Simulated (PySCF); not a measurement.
## The first ionisation energy along group 13

Calculated with PySCF 2.14 from differences of total energies of unrestricted determinants, without spin-orbit coupling. Values in eV. The last column holds reference values (NIST; (s) semi-empirical, (t) theoretical, else measured). Unmarked ones compare directly (S terms, centres of terms, or small fine structure); those marked * lie between the lowest fine-structure levels and include a spin-orbit shift.

```tsv
element	configurations	PBE	r2SCAN	CCSD (valence and next inner shell)	CCSD(T) (valence and next inner shell)	CCSD (valence)	CCSD(T) (valence)	reference
B (x2c-TZVPPall with one added diffuse shell each of s, p, d type, spin-free X2C)	[He] 2s2 2p1 → [He] 2s2	8.669	8.764	8.189	8.223	8.172	8.208	8.297
Al (x2c-TZVPPall with one added diffuse shell each of s, p, d type, spin-free X2C)	[Ne] 3s2 3p1 → [Ne] 3s2	6.063	6.157	5.886	5.912	5.902	5.934	5.977
Ga (x2c-TZVPPall with one added diffuse shell each of s, p, d type, spin-free X2C)	[Ar] 3d10 4s2 4p1 → [Ar] 3d10 4s2	5.954	6.096	5.843	5.870	5.783	5.806	5.931
In (x2c-TZVPPall with one added diffuse shell each of s, p, d, f type, spin-free X2C)	[Kr] 4d10 5s2 5p1 → [Kr] 4d10 5s2	5.594	5.710	5.488	5.507	5.441	5.461	5.603
Tl (x2c-TZVPPall with one added diffuse shell each of s, p, d, f type, spin-free X2C)	[Xe] 4f14 5d10 6s2 6p1 → [Xe] 4f14 5d10 6s2	5.423	5.498	5.262	5.286	5.217	5.230	5.464
```

Question: Which of these methods has the smallest mean absolute error against the measured values here?

Answer: CCSD(T) (valence and next inner shell), with 0.095 eV.

```tsv
method	elements	mean error (eV)	mean absolute error (eV)	largest error (eV)
PBE	5	0.086	0.106	0.372
r2SCAN	5	0.191	0.191	0.468
CCSD (valence and next inner shell)	5	-0.121	0.121	-0.202
CCSD(T) (valence and next inner shell)	5	-0.095	0.095	-0.179
CCSD (valence)	5	-0.151	0.151	-0.247
CCSD(T) (valence)	5	-0.127	0.127	-0.234
```

Errors include the incompleteness of the basis and the frozen core.

"Valence" correlates the outer s and p shells and, in groups 3 to 12 and the f block, the outer d or f shell, open or full, or the next shell where the ion has no valence electron left; the wider scheme adds the next inner shell.
